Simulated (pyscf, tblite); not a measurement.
H₃C–O–CH=O + H• → CH₃• + O=CH–OH: energy along the mass-weighted descent from the GFN2-xTB with spin polarisation saddle (tblite), relative to the relaxed reactant side, a complex of the molecules.

| s (amu^1/2 bohr) | E (kcal/mol) |
|---|---|
| -3.43 | 0.3 |
| -3.31 | 0.4 |
| -3.17 | 0.5 |
| -2.98 | 0.7 |
| -2.28 | 3.3 |
| -1.20 | 17.4 |
| -0.240 | 34.3 |
| 0.840 | 22.7 |
| 1.92 | 12.7 |
| 2.88 | 10.2 |
| 3.96 | 8.7 |
| 4.38 | 7.4 |
| 4.67 | 6.7 |
| 4.92 | 6.2 |
| 5.21 | 5.8 |
| 5.39 | 5.5 |
| 5.62 | 5.1 |
| 5.79 | 4.9 |
| 5.99 | 4.7 |
| 6.11 | 4.5 |
| 6.27 | 4.3 |

### Question
The GFN2-xTB with spin polarisation barrier from the reactant side is 1.55 eV. What does ωB97X-D3(BJ) (PySCF) give from its own reactant-side minimum, in def2-SVP and in def2-TZVP?

### Answer
1.68 eV in the double-zeta basis after reoptimising the saddle, and 1.59 eV in the triple-zeta single point, so the tight-binding barrier lies 0.04 eV under the latter. The imaginary mode goes from 1497i to 2182i cm⁻¹.
